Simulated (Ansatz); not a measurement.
# BSiF (triplet): RPA-PBE over vertical spin and charge gaps, cc-pVTZ

How well do these functionals follow the top wave-function level for BSiF (triplet) over vertical spin and charge gaps?

The runs use Ansatz 0.2.0, Gaussian basis; cc-pVTZ, all electrons in the functionals, frozen cores in the correlation of double hybrids and RPA.

The runs, in order: RPA-PBE, at charge 0, triplet; charge 0, singlet; charge 0, quintet; charge 1, doublet; charge 1, quartet.

10 further runs of the same task are left out: 4 for a known fault of the program, 6 set aside as unsound or not needed.

### 1 The geometry

The geometry is a PBE0/def2-TZVP stationary point (not a proven minimum).

3 atoms, charge 0, spin multiplicity 3.

Atoms are counted from 1 here; the program's logs count them from 0.

Bond lengths: F1–B2 1.280 Å, B2–Si3 1.896 Å. Angles: F1–B2–Si3 180.0°.

No dispersion term is added.

The geometry shown and the zero of energy belong to the point charge 0, triplet. The yardstick, UCCSDT(Q), and other wave-function levels (R restricted, U unrestricted, valence and pair active spaces) come from earlier runs.

### 2 RPA-PBE, charge 0, triplet

The input, in.yaml:

```yaml
crystal:
  periodic: [false, false, false]
  atoms:
    - {symbol: F, position_ang: [0.000000, 0.000000, 1.485424]}
    - {symbol: B, position_ang: [0.000000, 0.000000, 0.205103]}
    - {symbol: Si, position_ang: [0.000000, 0.000000, -1.690526]}
basis:
  gaussian: {orbitals: cc-pVTZ}
magnetization: {spin_polarized: true, initial_magnetization: 2}
hamiltonian: {xc: {name: PBE}}
correlation: {method: rpa, electrons: outside_noble_gas}
```

Command:

```
$ ansatz run in.yaml --threads 2 --pin off --events-out ev --progress --plain --max-ram 16896MiB --backend cuda --devices 0, --max-vram 18GiB
```

Output:

```text
Functional definition: PBE
  name "PBE"
  cite "Perdew, Burke & Ernzerhof, Phys. Rev. Lett. 77, 3865 (1996) doi:10.1103/PhysRevLett.77.3865"
  parent pbe
  parameter kappa = 0.804
  parameter beta = 0.06672455060314922
  exchange = pbe_x(kappa = kappa, mu = beta*pi^2/3)
  correlation = pbe_c(beta = beta)
580 factors; integrals over basis functions are off by at most 1.8e-3 eV
mean field evaluation 1: about -11260.9919 eV, gradient 2.0e1 eV
mean field evaluation 2: about -11260.9915 eV, gradient 2.0e1 eV
mean field evaluation 4: about -11262.5643 eV, gradient 7.2e0 eV
mean field evaluation 8: about -11262.8452 eV, gradient 2.0e-1 eV
mean field evaluation 16: about -11262.8454 eV, gradient 1.1e-5 eV
mean field -11262.84538737 eV, -413.9019337549 hartree, gradient 1.1e-6 eV, S^2 2.008913; 0 other end points of the search recorded, 0 dependent functions left out
7 core orbitals not correlated: weight in the atoms' cores, before any rotation towards them, 1.000 or more for the frozen orbitals, at most 0.000 for the correlated occupied ones
reference -11239.49330352 eV, -413.0437605023 hartree; 8, 6 occupied and 79, 81 virtual orbitals, 580 factors
Total energy: -11257.76200980 eV, -413.7151230751 hartree
```

It took 1.6 s on 1 × H100 (card shared with other runs) with 2 threads of AMD EPYC 7R13, shared host; peak host memory 0.9 GiB.

From the report: ⟨S²⟩ of the determinant 2.009 (pure triplet: 2.00).

### 3 RPA-PBE, charge 0, singlet

in.yaml: that of step 2 with these lines changed.

```diff
@@ -8,3 +8,3 @@
   gaussian: {orbitals: cc-pVTZ}
-magnetization: {spin_polarized: true, initial_magnetization: 2}
+magnetization: {spin_polarized: true, initial_magnetization: 0}
 hamiltonian: {xc: {name: PBE}}
```

Command:

```
$ ansatz run in.yaml --threads 1 --pin off --events-out ev --progress --plain --max-ram 2816MiB --backend cpu
```

Output, shortened:

```text
Functional definition: PBE
  name "PBE"
  cite "Perdew, Burke & Ernzerhof, Phys. Rev. Lett. 77, 3865 (1996) doi:10.1103/PhysRevLett.77.3865"
  parent pbe
[...]
580 factors; integrals over basis functions are off by at most 1.8e-3 eV
[...]
mean field -11262.63142134 eV, -413.8940706485 hartree, gradient 5.5e-6 eV, S^2 1.008428; 11 other end points of the search recorded, 0 dependent functions left out
7 core orbitals not correlated: weight in the atoms' cores, before any rotation towards them, 1.000 or more for the frozen orbitals, at most 0.000 for the correlated occupied ones
reference -11239.16434485 eV, -413.0316714939 hartree; 7, 7 occupied and 80, 80 virtual orbitals, 580 factors
Total energy: -11257.53354523 eV, -413.7067271570 hartree
```

Run time: 12 s. Hardware: 1 thread of AMD EPYC 7R13, shared host.

From the report: ⟨S²⟩ of the determinant 1.008 (pure singlet: 0.00). The determinant is far from a pure spin state, so its energy mixes those of several spin states (harmless only where they are near-degenerate, as at dissociation).

From charge 0, triplet: +22.0 kJ/mol.

### 4 RPA-PBE, charge 0, quintet

in.yaml: that of step 3 with these lines changed.

```diff
@@ -8,3 +8,3 @@
   gaussian: {orbitals: cc-pVTZ}
-magnetization: {spin_polarized: true, initial_magnetization: 0}
+magnetization: {spin_polarized: true, initial_magnetization: 4}
 hamiltonian: {xc: {name: PBE}}
```

Command:

```
$ ansatz run in.yaml --threads 2 --pin off --events-out ev --progress --plain --max-ram 16896MiB --backend cuda --devices 0, --max-vram 18GiB
```

Output, shortened:

```text
Functional definition: PBE
  name "PBE"
  cite "Perdew, Burke & Ernzerhof, Phys. Rev. Lett. 77, 3865 (1996) doi:10.1103/PhysRevLett.77.3865"
  parent pbe
[...]
580 factors; integrals over basis functions are off by at most 1.8e-3 eV
[...]
mean field -11258.46642787 eV, -413.7410099615 hartree, gradient 6.4e-6 eV, S^2 6.003729; 5 other end points of the search recorded, 0 dependent functions left out
7 core orbitals not correlated: weight in the atoms' cores, before any rotation towards them, 1.000 or more for the frozen orbitals, at most 0.000 for the correlated occupied ones
reference -11235.99286097 eV, -412.9151216110 hartree; 9, 5 occupied and 78, 82 virtual orbitals, 580 factors
Total energy: -11253.25492602 eV, -413.5494908010 hartree
```

Wall time 2 s (1 × H100 (card shared with other runs) with 2 threads of AMD EPYC 7R13, shared host); peak host memory 0.89 GiB.

From the report: ⟨S²⟩ of the determinant 6.004 (pure quintet: 6.00).

From charge 0, triplet: +434.9 kJ/mol.

### 5 RPA-PBE, charge 1, doublet

in.yaml: that of step 4 with these lines changed.

```diff
@@ -8,3 +8,4 @@
   gaussian: {orbitals: cc-pVTZ}
-magnetization: {spin_polarized: true, initial_magnetization: 4}
+total_charge: 1
+magnetization: {spin_polarized: true, initial_magnetization: 1}
 hamiltonian: {xc: {name: PBE}}
```

The command is unchanged.

Output, shortened:

```text
Functional definition: PBE
  name "PBE"
  cite "Perdew, Burke & Ernzerhof, Phys. Rev. Lett. 77, 3865 (1996) doi:10.1103/PhysRevLett.77.3865"
  parent pbe
[...]
580 factors; integrals over basis functions are off by at most 1.8e-3 eV
[...]
mean field -11254.20323841 eV, -413.5843406387 hartree, gradient 5.9e-6 eV, S^2 0.754651; 6 other end points of the search recorded, 0 dependent functions left out
7 core orbitals not correlated: weight in the atoms' cores, before any rotation towards them, 1.000 or more for the frozen orbitals, at most 0.000 for the correlated occupied ones
reference -11231.51213218 eV, -412.7504578654 hartree; 7, 6 occupied and 80, 81 virtual orbitals, 580 factors
Total energy: -11249.14485884 eV, -413.3984486183 hartree
```

Run time: 3.5 s. Hardware: 1 × H100 (card shared with other runs) with 2 threads of AMD EPYC 7R13, shared host; peak host memory 0.89 GiB.

From the report: ⟨S²⟩ of the determinant 0.755 (pure doublet: 0.75).

From charge 0, triplet: +831.4 kJ/mol.

### 6 RPA-PBE, charge 1, quartet

in.yaml: that of step 5 with these lines changed.

```diff
@@ -9,3 +9,3 @@
 total_charge: 1
-magnetization: {spin_polarized: true, initial_magnetization: 1}
+magnetization: {spin_polarized: true, initial_magnetization: 3}
 hamiltonian: {xc: {name: PBE}}
```

Same command.

Output, shortened:

```text
Functional definition: PBE
  name "PBE"
  cite "Perdew, Burke & Ernzerhof, Phys. Rev. Lett. 77, 3865 (1996) doi:10.1103/PhysRevLett.77.3865"
  parent pbe
[...]
580 factors; integrals over basis functions are off by at most 1.8e-3 eV
[...]
mean field -11253.11988661 eV, -413.5445281944 hartree, gradient 3.7e-6 eV, S^2 3.752105; 0 other end points of the search recorded, 0 dependent functions left out
7 core orbitals not correlated: weight in the atoms' cores, before any rotation towards them, 1.000 or more for the frozen orbitals, at most 0.000 for the correlated occupied ones
reference -11230.71019980 eV, -412.7209873939 hartree; 8, 5 occupied and 79, 82 virtual orbitals, 580 factors
Total energy: -11247.74213679 eV, -413.3468995337 hartree
```

Wall time 1.6 s (1 × H100 (card shared with other runs) with 2 threads of AMD EPYC 7R13, shared host); peak host memory 0.89 GiB.

From the report: ⟨S²⟩ of the determinant 3.752 (pure quartet: 3.75).

From charge 0, triplet: +966.8 kJ/mol.

### 7 The comparison

The yardstick is UCCSDT(Q), where the cluster series has nearly closed. It comes from earlier runs at the same points. Energies in kJ/mol, counted from charge 0, triplet; blanks weren't run or aren't comparable.

```tsv
level	triplet to singlet	triplet to quintet	ionisation to the doublet cation	ionisation to the quartet cation
UCCSDT(Q)		429.3	817.1	934.7
RPA-PBE	22.0	434.9	831.4	966.8
```

Largest miss and mean time a point (UCCSDT(Q) took 28 s a point; shared hosts):

```tsv
level	largest miss (kJ/mol)	where	time a point
RPA-PBE	+32.1	ionisation to the quartet cation	4.1 s
```

### 8 Summary of results

```
                                   quantity                                            value
              triplet to quintet, UCCSDT(Q)                                     429.3 kJ/mol
ionisation to the doublet cation, UCCSDT(Q)                                     817.1 kJ/mol
ionisation to the quartet cation, UCCSDT(Q)                                     934.7 kJ/mol
                      largest miss, RPA-PBE  +32.1 kJ/mol (ionisation to the quartet cation)
```

Misses are known at 3 of 4 points at best, and only functionals with that many are ranked. RPA-PBE strays by up to 32.1 kJ/mol, at ionisation to the quartet cation. RPA-PBE clearly breaks the spin symmetry at some points (⟨S²⟩ up to 1.01 above the pure value), so energy there is bought with a mixed spin. Functionals and the yardstick converge differently with the basis, so part of each miss in cc-pVTZ is the basis. The program flags that the yardstick's amplitudes may have other solutions at some points.
